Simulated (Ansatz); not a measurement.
# BClH3N: the cost of one run

Method: RKS PBE0/6-31G*, in Ansatz 0.2.0.

## 1. The structure to begin with

Bond lengths: B1–N2 1.750 Å, N2–H3 1.060 Å, N2–H4 1.060 Å, B1–Cl6 1.860 Å. Angles: B1–N2–H3 85.1°, B1–N2–H4 153.2°, H3–N2–H4 120.0°, N2–B1–Cl6 156.2°.

Coordinates:

```xyz
6

B     0.0000    0.0000    0.0000
N     1.0346    0.0000    1.4114
H     0.1576   -0.2713    1.9414
H     1.9116    0.2713    1.9414
H     1.3899    0.0000   -0.0116
Cl   -1.6108    0.0000   -0.9300
```

## 2. A restrained relaxation towards end A

Springs on the bonds that form and break draw the guess towards this end; the thresholds are loose.

File input.yaml:

```yaml
crystal:
  periodic: [false, false, false]
  atoms:
    - { symbol: B, position_ang: [0.0, 0.0, 0.0] }
    - { symbol: "N", position_ang: [1.0346, 0.0, 1.4114] }
    - { symbol: H, position_ang: [0.1576, -0.2713, 1.9414] }
    - { symbol: H, position_ang: [1.9116, 0.2713, 1.9414] }
    - { symbol: H, position_ang: [1.3899, 0.0, -0.0116] }
    - { symbol: Cl, position_ang: [-1.6108, 0.0, -0.93] }
basis:
  gaussian: { orbitals: "6-31G*" }
hamiltonian:
  xc: pbe0
relax:
  f_tol: 0.15
  max_steps: 25
  restrain:
    - { distance: [1, 4], at: 2.26, k: 30.0 }
    - { distance: [0, 1], at: 1.55, k: 30.0 }
    - { distance: [0, 4], at: 1.19, k: 30.0 }
```

The run is started by

```console
$ ansatz run input.yaml --threads 1 --pin off --max-ram 2048MiB --backend cpu --events-out ev --progress --plain --runs-dir out
```

**Question.** How long does this run take on 1 thread of Intel Xeon Platinum 8175M at 2.50GHz (Skylake/Cascade Lake), shared host, and how much memory does it need?

About 22 s, with a peak of 0.14 GiB.
